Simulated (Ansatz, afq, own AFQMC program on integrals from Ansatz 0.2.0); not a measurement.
Two steps: Ansatz 0.2.0 writes the Fock matrix and Cholesky factors of the valence space, and afq projects on them the lowest state that overlaps trial and start.

```yaml
crystal:
  periodic: [false, false, false]
  atoms:
    - {symbol: Al, position_ang: [0.000000, 0.000000, 0.704959]}
    - {symbol: C, position_ang: [0.000000, 0.000000, -1.265754]}
    - {symbol: H, position_ang: [0.000000, -0.896128, -1.894102]}
    - {symbol: H, position_ang: [0.000000, 0.896128, -1.894102]}
basis:
  gaussian: {orbitals: cc-pVDZ}
magnetization: {spin_polarized: true, initial_magnetization: 1}
correlation: {method: ccsd_t, electrons: outside_noble_gas, hamiltonian_folder: ham}
```

```sh
$ ansatz run in.yaml --threads 1 --pin off --events-out ev --progress --plain --max-ram 1382MiB
```

afq runs on the folder ham with

```
--method free --trial cisd --walkers 60 --time-step 0.03 --max-blocks 80 --target-error 0.00036 --factor-cut 1e-05 --seed 3138 --times 0,0.3,0.6,1.2,1.8,2.4,3.6,4.8,6 --taylor-order 8
```

Times are imaginary, in 1/Eh. The walk had a cap of 1011 s.

afq prints:

```
orbitals 36  electrons 5 4  factors 274 of 401
reference energy -280.88201931 Eh
CCSD correlation -0.19525817 Eh in 11 cycles, weight of the determinant in the CISD state 0.8781
repeat  energy at the last time / Eh  error
    10  -281.082677  0.002194
    20  -281.083178  0.001229
    30  -281.083502  0.001049
    40  -281.083748  0.000866
    50  -281.083296  0.000724
    60  -281.083525  0.000684
    70  -281.083532  0.000634
    80  -281.083792  0.000641
time / (1/Eh)  energy / Eh  error  mean overlap
  0.00  -281.077277  0.000145  1.1392
  0.30  -281.080482  0.000185  1.1381
  0.60  -281.081750  0.000181  1.1324
  1.20  -281.082922  0.000223  1.1316
  1.80  -281.083393  0.000261  1.1168
  2.40  -281.083370  0.000287  1.1198
  3.60  -281.083228  0.000381  1.1204
  4.80  -281.083065  0.000581  1.1617
  6.00  -281.083792  0.000641  1.1562
energy -281.083792 +/- 0.000641 Eh
```

The run passed its tests (error under three times the target), which doesn't prove that it has relaxed.

Against this walk (error 17.4 meV) on the same determinant: CCSD(T) 44.8 meV higher, CCSDT(Q) 13.1 meV higher (within the noise). The error is statistical, and a free projection of finite length keeps a remainder of its start.

Cautions: remainder of the start not in the error; error above the target (17.4 against 9.8 meV); the determinant is a saddle point among determinants of its kind.

The walk took 5.6 min on 1 thread of Intel(R) Xeon(R) Platinum 8259CL CPU @ 2.50GHz (Skylake/Cascade Lake) (shared host). The log's last line is the free-projection energy.

CCSDT and higher add their correlation energy to the determinant of the CCSD(T) run, since their own runs factorise the integrals more tightly (a shift of under 2 meV). A walk keeps the symmetry of its determinant, which the program's search chose and which needn't be the lowest solution, so a lower state of the same spin and another symmetry isn't excluded.
